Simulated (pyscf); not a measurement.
Single points on ωB97X-D3(BJ)/def2-SVP structures (PySCF, gas phase).

Q: How much does it cost (ΔH, 298 K, ωB97M-D3(BJ)/def2-TZVP) to split HP=P–PH₂ at its P–P bond into •P=PH + PH₂•?

A: P–P to •P=PH + PH₂•: 230.0 kJ/mol. The 7 functionals that were run give +213.8 (r²SCAN) to +246.9 kJ/mol (ωB97X-D3(BJ)). The radicals are drawn with the spin at the cut bond; how far it spreads was not checked.
